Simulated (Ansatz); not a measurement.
Ideal-gas functions of BH2S2 (`S[B]S`) radical at 800 K and 1 bar, from an Ansatz frequency run at PBE0-D4/def2-TZVP.

Molar mass 76.96 g/mol, point group C2v (symmetry number 2), electronic degeneracy 2, moments of inertia 7.309, 177.171, 184.48 u Å². Harmonic wavenumbers (cm⁻¹, unscaled): 206, 356, 383, 548, 764, 914, 1078, 2567, 2568.

Use S(trans) = R[1.5 ln M + 2.5 ln T − 1.1517]; rotational temperatures θ = 24.2544 K / I; S(rot) = R[ln(√π/σ · √(T³/θAθBθC)) + 1.5]; for each mode x = 1.438777 ν̃/T, S = R[x/(eˣ − 1) − ln(1 − e⁻ˣ)] and H = RT x/(eˣ − 1); 1 cm⁻¹ = 0.0119627 kJ/mol; R = 8.31446 J/(mol·K).

Question: By hand: the entropy, in J/(mol·K).

Answer: Translation 183.5. Rotation: θ = 3.3184, 0.1369, 0.1315 K, giving 106.5. Vibration, mode by mode: 16.62, 12.16, 11.58, 8.76, 6.30, 5.06, 4.00, 0.47, 0.47, in all 65.4. Electronic 5.8. Sum 361.2 J/(mol·K).

Question: By hand: H − E and G − E in kJ/mol, counted from the electronic energy.

Answer: Zero-point energy ½ × 9384 × 0.0119627 = 56.1; thermal vibration 27.3; translation, rotation and pV give 4 RT = 26.6. H − E = 110.0 kJ/mol, and G − E = 110.0 − 800 × 361.2/1000 = -179.0 kJ/mol.

Vibration gives 18 % of the entropy. The sum counts one conformer and one mirror image; others add a mixing term.
